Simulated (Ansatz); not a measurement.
Pyrite RuS2, treated with PBE (Ansatz, a first-principles code, plane waves, PAW).

Input file:

Ansatz 0.2 input:
```yaml
crystal:
  lattice:
    - [5.6862094068, 0.0, 0.0]
    - [0.0, 5.6862094068, 0.0]
    - [0.0, 0.0, 5.6862094068]
  atoms:
    - { symbol: Ru, position: [0.0, 0.5, 0.5] }
    - { symbol: Ru, position: [0.5, 0.0, 0.5] }
    - { symbol: Ru, position: [0.0, 0.0, 0.0] }
    - { symbol: Ru, position: [0.5, 0.5, 0.0] }
    - { symbol: S, position: [0.6133331372, 0.8866668628, 0.1133331372] }
    - { symbol: S, position: [0.1133331372, 0.6133331372, 0.8866668628] }
    - { symbol: S, position: [0.6133331372, 0.6133331372, 0.6133331372] }
    - { symbol: S, position: [0.3866668628, 0.3866668628, 0.3866668628] }
    - { symbol: S, position: [0.8866668628, 0.1133331372, 0.6133331372] }
    - { symbol: S, position: [0.8866668628, 0.3866668628, 0.1133331372] }
    - { symbol: S, position: [0.1133331372, 0.8866668628, 0.3866668628] }
    - { symbol: S, position: [0.3866668628, 0.1133331372, 0.8866668628] }
basis:
  ecutwfc: 520
  ecutrho_ratio: 4
  xc_grid: 2
kpoints:
  mp_grid: { grid: [6, 6, 6] }
hamiltonian:
  xc: pbe
  dispersion: none
  pseudopotentials: { kind: paw }
scf:
  occupations: { method: fermi_dirac, width: 0.01 }
output:
  forces: true
  stress: true
  eigenvalues: true
relax:
  f_tol: 0.004
  escape_saddle: false
  max_steps: 80
```

Excerpt of the program's output:

```
WARN output.stress: scf.convergence.dr2_threshold = 1.6e-8 eV (the default of a walk held to its f_tol) is looser than the 1.2e-9 eV advised for a printed …
Relaxation: its limit of steps is 80 (relax.max_steps)
Crystal: 12 atoms, lattice volume = 183.852 Å³
Basis set: ecut = 520 eV, 4945 PW (Γ), exchange–correlation on 90×90×90 points (8 copies of the dense FFT grid, shifted against one another)
Bands: 68, of which v1, the nominal top of the filled ones, is band 56 counted from 1 (55 counted from 0)
Symmetry: 24 space group operations
Space group: Pa-3 (ITA 205), of the structure as read, at distance tolerance 5.7e-5 Å
k-points: 24 of 216
Functional: x = pbe(κ = 0.804, μ = 0.2195149727645171), c = pbe(β = 0.06672455060314922)
SCF iter   1: F=—  HF=-30737.982344 eV  |F-HF|=—  |Δ(HF+E_count)|=         —  Δρ=2.60e-3  dr2=1.00e-2
SCF iter   2: F=—  HF=-30737.983865 eV  |F-HF|=—  |Δ(HF+E_count)|=   1.52e-3  Δρ=1.33e-3  dr2=1.77e-3
  ...
SCF 1 converged in 6 iterations: F = -30737.984924 eV  dr2 = 1.28e-9
Crystal: 12 atoms, lattice volume = 183.852 Å³
Initial density: handed on by an earlier stage of this run
SCF iter   5: F=-30737.984924 eV  HF=-30737.984924 eV  |F-HF|=3.64e-12  |Δ(HF+E_count)|=  7.28e-12  Δρ=3.07e-9  dr2=1.50e-14
SCF iter   6: F=-30737.984924 eV  HF=-30737.984924 eV  |F-HF|=1.09e-11  |Δ(HF+E_count)|=  3.64e-12  Δρ=5.74e-10  dr2=5.85e-16
SCF 2 converged in 6 iterations: F = -30737.984924 eV  dr2 = 5.85e-16
relax step   2: F+E_penalty+E_count = -30737.98492445 eV  Δ(F+E_penalty+E_count) = -3.274e-10 eV  max|allowed force component| = 2.754e-3 eV/Å  Δτ_max = 0.0000 Å  (6 SCF iters, accepted)
SCF converged after 6 iterations
Free energy (F): -30737.984924 eV
Internal energy: -30737.984924 eV  (E = F + TS)
E sigma→0 (E₀):  -30737.984924 eV
Fermi energy:    12.976820 eV
--- Forces (eV/Å), atoms counted from 1 ---
  atom   1  Ru    -0.00000000     0.00000000    -0.00000000
  atom   2  Ru    -0.00000000     0.00000000     0.00000000
  atom   3  Ru    -0.00000000     0.00000000     0.00000000
  atom   4  Ru     0.00000000     0.00000000     0.00000000
  atom   5  S      0.00275432    -0.00275432     0.00275432
  atom   6  S      0.00275432     0.00275432    -0.00275432
  atom   7  S      0.00275432     0.00275432     0.00275432
  atom   8  S     -0.00275432    -0.00275432    -0.00275432
  atom   9  S     -0.00275432     0.00275432     0.00275432
  atom  10  S     -0.00275432    -0.00275432     0.00275432
  atom  11  S      0.00275432    -0.00275432    -0.00275432
  atom  12  S     -0.00275432     0.00275432    -0.00275432
--- Stress (GPa, compression-positive) ---
       -3.263743      -0.000000       0.000000
       -0.000000      -3.263743       0.000000
        0.000000       0.000000      -3.263743
  P = ⅓ Tr σ = -3.2637 GPa (-32.637 kbar)
```

The cell is one volume of an energy–volume scan, off the minimum.
